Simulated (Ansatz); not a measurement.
A made-up structure of CHOSi (charge -1), closed shell:

O1  (-0.771, 0.508, -0.478)
C2  (0.040, -0.360, 0.179)
Si3  (0.985, -1.443, 0.978)
H4  (0.299, -0.519, 1.194)
(Å)

It is relaxed with PBE-D4/def2-SVPD and then PBE0-D4/def2-TZVPD (Ansatz 0.2.0). Atoms count as bonded within 1.22 times the sum of their covalent radii (H–H: 0.88 Å). The end point is not checked to be a true minimum.

(1) Does its bonding change? (A judgement: the text doesn't fix the answer.)

Answers

(1) Computed: Yes. Formed: none; broken: C2–H4.

Where it ends: The first stage lowers the energy by 3.91 eV in 13 steps. It ends as CHOSi ([O][C][SiH]), total charge -1:
```
4
angstrom
O -0.7413 0.4159 -0.8377
C -0.0955 -0.2699 -0.1270
Si 0.9183 -1.3816 0.8030
H 0.4716 -0.5780 2.0336
```

Labels in which every atom is bracketed show which atoms are joined, not bond orders.

For scale, one of the runs: PBE0-D4/def2-TZVPD relaxation, 129 basis functions, launched by `ansatz run in.yaml --threads 2 --pin off --events-out ev --progress --plain --max-ram 4352MiB`. Hardware: 2 CPU threads of an Arm Neoverse V2, shared host. Wall time about 11 s.
